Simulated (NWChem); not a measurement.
System: C$_{4}$H$_{6}$; SMILES C1CC=C1

The following NWChem deck was run.

```
start job
memory heap 200 mb stack 900 mb global 1100 mb
geometry units angstroms noautosym nocenter noautoz
  C      0.000000     0.676902     0.816632
  C      0.000000    -0.676902     0.816632
  C      0.000000    -0.784878    -0.697061
  C      0.000000     0.784878    -0.697061
  H      0.000000     1.436837     1.614606
  H      0.000000    -1.436837     1.614606
  H      0.899914    -1.253381    -1.150693
  H     -0.899914    -1.253381    -1.150693
  H     -0.899914     1.253381    -1.150693
  H      0.899914     1.253381    -1.150693
end
basis spherical
  * library 6-31g*
end
dft
  xc m05-2x
  iterations 150
end
cosmo
  do_cosmo_smd true
  solvent chcl3
end
task dft energy
```

Excerpt of the output:

```
             Northwest Computational Chemistry Package (NWChem) 7.3.0
             --------------------------------------------------------

                             Geometry "geometry" -> ""
                             -------------------------

 Output coordinates in angstroms (scale by  1.889725989 to convert to a.u.)

  No.       Tag          Charge          X              Y              Z
 ---- ---------------- ---------- -------------- -------------- --------------
    1 C                    6.0000     0.00000000     0.67690200     0.81663200
    2 C                    6.0000     0.00000000    -0.67690200     0.81663200
    3 C                    6.0000     0.00000000    -0.78487800    -0.69706100
    4 C                    6.0000     0.00000000     0.78487800    -0.69706100
    5 H                    1.0000     0.00000000     1.43683700     1.61460600
    6 H                    1.0000     0.00000000    -1.43683700     1.61460600
    7 H                    1.0000     0.89991400    -1.25338100    -1.15069300
    8 H                    1.0000    -0.89991400    -1.25338100    -1.15069300
    9 H                    1.0000    -0.89991400     1.25338100    -1.15069300
   10 H                    1.0000     0.89991400     1.25338100    -1.15069300

 Effective nuclear repulsion energy (a.u.)     112.4827005973

                                 NWChem DFT Module
                                 -----------------

 Summary of "ao basis" -> "ao basis" (spherical)
 ------------------------------------------------------------------------------
       Tag                 Description            Shells   Functions and Types
 ---------------- ------------------------------  ------  ---------------------
 C                           6-31g*                  6       14   3s2p1d
 H                           6-31g*                  2        2   2s

 in cosmo_initialize ...
 calling solv_data for solv:chcl3

 solvent parameters
 solvname_short: chcl3
 solvname_long:  chloroform
 dielec:        4.7113
 dielecinf:     2.0906
 nonaqueous SMD model solvent descriptors
 dielec:        4.7113
 sola:          0.1500
 solb:          0.0200
 solc:          0.0000
 solg:         38.3900
 solh:          0.7500
 soln:          1.4459

          ---------------
          -cosmo- solvent
          ---------------
 Cosmo: York-Karplus, doi: 10.1021/jp992097l
 dielectric constant -eps-     =   4.71
 screen = (eps-1)/(eps    )    =   0.78774
 surface charge correction     = lagrangian

   van der Waals surface
 --------------------------

 ---------- ATOMIC COORDINATES (A.U.) ------------ VDWR(ANG.) --
     1    0.00000000    1.27915930    1.54321071     1.850
     2    0.00000000   -1.27915930    1.54321071     1.850
     3    0.00000000   -1.48320435   -1.31725429     1.850
     4    0.00000000    1.48320435   -1.31725429     1.850
     5    0.00000000    2.71522822    3.05116292     1.200
     6    0.00000000   -2.71522822    3.05116292     1.200
     7    1.70059087   -2.36854665   -2.17449447     1.200
     8   -1.70059087   -2.36854665   -2.17449447     1.200
     9   -1.70059087    2.36854665   -2.17449447     1.200
    10    1.70059087    2.36854665   -2.17449447     1.200
 number of segments per atom =        128
 number of   points per atom =        128
 atom (   nspa,  nppa )
 ----------------------
    1 (     54,     0 )       0
    2 (     54,     0 )       0
    3 (     46,     0 )       0
    4 (     46,     0 )       0
    5 (     56,     0 )       0
    6 (     56,     0 )       0
    7 (     56,     0 )       0
    8 (     56,     0 )       0
    9 (     56,     0 )       0
   10 (     56,     0 )       0
 number of -cosmo- surface points =      536
 molecular surface =     98.264 angstrom**2
 molecular volume  =     69.243 angstrom**3
 -lineq- algorithm             =   0
 -bem- low  level              =   3
 -bem- from -octahedral-
 gaussian surface charge width =   4.50000
 degree of switching           =   1.00000
 switching function tolerance  =   0.00010
 atomic radii =
 --------------
    1  6.000  1.850
    2  6.000  1.850
    3  6.000  1.850
    4  6.000  1.850
    5  1.000  1.200
    6  1.000  1.200
    7  1.000  1.200
    8  1.000  1.200
    9  1.000  1.200
   10  1.000  1.200
 ...... end of -cosmo- initialization ......

[...]

                                COSMO-SMD solvation results
                                ---------------------------

             internal energy in gas <Psi(g)|H|Psi(g)> =      -155.939100084984
         internal energy in solvent <Psi(s)|H|Psi(s)> =      -155.938899602432
                               delta internal energy  =         0.000200482552 (    0.13 kcal/mol)
   total free energy in solvent <Psi(s)|H+V/2|Psi(s)> =      -155.941530354841
 polarization energy contribution <Psi(s)|V/2|Psi(s)> =        -0.002630752409 (   -1.65 kcal/mol)
    total free energy in solvent including G(SMD-CDS) =      -155.945594682187
                       G(SMD-CDS) energy contribution =        -0.004064327346 (   -2.55 kcal/mol)
     1 M fixed-concentration free energy of solvation =        -0.006494597203 (   -4.08 kcal/mol)

                       DFT Final Molecular Orbital Analysis
                       ------------------------------------

 Vector   13  Occ=2.000000D+00  E=-3.871262D-01
              MO Center=  1.6D-10, -3.4D-09, -3.2D-01, r^2= 2.4D+00
   Bfn.  Coefficient  Atom+Function         Bfn.  Coefficient  Atom+Function
  ----- ------------  ---------------      ----- ------------  ---------------
    32      0.370662   3 C  py               46     -0.370662   4 C  py
    36      0.198718   3 C  py               50     -0.198718   4 C  py
     4      0.173524   1 C  py               18     -0.173524   2 C  py
    58      0.115932   5 H  s                60      0.115932   6 H  s
    57      0.112761   5 H  s                59      0.112761   6 H  s

 Vector   14  Occ=2.000000D+00  E=-3.782627D-01
              MO Center= -1.4D-09,  3.6D-09,  1.2D-01, r^2= 2.6D+00
   Bfn.  Coefficient  Atom+Function         Bfn.  Coefficient  Atom+Function
  ----- ------------  ---------------      ----- ------------  ---------------
    33      0.297808   3 C  pz               47     -0.297808   4 C  pz
     5      0.293181   1 C  pz               19     -0.293181   2 C  pz
    37      0.183954   3 C  pz               51     -0.183954   4 C  pz
    58      0.160752   5 H  s                60     -0.160752   6 H  s
    57      0.138758   5 H  s                59     -0.138758   6 H  s

 Vector   15  Occ=2.000000D+00  E=-3.044432D-01
              MO Center= -2.6D-10,  6.7D-10,  5.4D-01, r^2= 2.1D+00
   Bfn.  Coefficient  Atom+Function         Bfn.  Coefficient  Atom+Function
  ----- ------------  ---------------      ----- ------------  ---------------
     3      0.373222   1 C  px               17      0.373222   2 C  px
     7      0.293458   1 C  px               21      0.293458   2 C  px
    62     -0.110263   7 H  s                64      0.110263   8 H  s
    66      0.110263   9 H  s                68     -0.110263  10 H  s
    31     -0.102088   3 C  px               45     -0.102088   4 C  px

 Vector   16  Occ=0.000000D+00  E= 6.578533D-02
              MO Center=  5.5D-10,  2.0D-10,  6.9D-01, r^2= 2.3D+00
   Bfn.  Coefficient  Atom+Function         Bfn.  Coefficient  Atom+Function
  ----- ------------  ---------------      ----- ------------  ---------------
     7      0.632647   1 C  px               21     -0.632647   2 C  px
     3      0.401816   1 C  px               17     -0.401816   2 C  px
    62      0.173733   7 H  s                64     -0.173733   8 H  s
    66      0.173733   9 H  s                68     -0.173733  10 H  s
    61      0.069338   7 H  s                63     -0.069338   8 H  s

 Vector   17  Occ=0.000000D+00  E= 1.681572D-01
              MO Center= -4.1D-08, -8.5D-09, -1.1D+00, r^2= 4.8D+00
   Bfn.  Coefficient  Atom+Function         Bfn.  Coefficient  Atom+Function
  ----- ------------  ---------------      ----- ------------  ---------------
    34      1.501502   3 C  s                48      1.501502   4 C  s
    62     -0.912552   7 H  s                64     -0.912552   8 H  s
    66     -0.912552   9 H  s                68     -0.912552  10 H  s
    36     -0.463829   3 C  py               50      0.463829   4 C  py
     9      0.262922   1 C  pz               23      0.262922   2 C  pz

 Vector   18  Occ=0.000000D+00  E= 1.914321D-01
              MO Center= -4.4D-09, -5.0D-08,  9.8D-01, r^2= 4.6D+00
   Bfn.  Coefficient  Atom+Function         Bfn.  Coefficient  Atom+Function
  ----- ------------  ---------------      ----- ------------  ---------------
     6      1.405891   1 C  s                20      1.405891   2 C  s
    58     -1.043493   5 H  s                60     -1.043493   6 H  s
    37     -0.562253   3 C  pz               51     -0.562252   4 C  pz
     8      0.531807   1 C  py               22     -0.531807   2 C  py
    34     -0.494126   3 C  s                48     -0.494126   4 C  s

     Multipole analysis of the density
     ---------------------------------

     L   x y z        total         alpha         beta         nuclear
     -   - - -        -----         -----         ----         -------
     0   0 0 0     -0.000000    -15.000000    -15.000000     30.000000

     1   1 0 0      0.000000      0.000000      0.000000      0.000000
     1   0 1 0     -0.000000     -0.000000     -0.000000      0.000000
     1   0 0 1     -0.068083     -0.091954     -0.091954      0.115825

     2   2 0 0    -19.142205    -15.355121    -15.355121     11.568037
     2   1 1 0     -0.000000     -0.000000     -0.000000      0.000000
     2   1 0 1      0.000000      0.000000      0.000000      0.000000
     2   0 2 0    -17.408003    -50.313354    -50.313354     83.218706
     2   0 1 1     -0.000000     -0.000000     -0.000000      0.000000
     2   0 0 2    -17.785412    -52.359102    -52.359102     86.932793
```

Level: M05-2X/6-31G* (spherical d), SMD on the gas-phase geometry. Structure relaxed at the PBE-D3(BJ)/def2-SVP level. Solvent: chloroform.
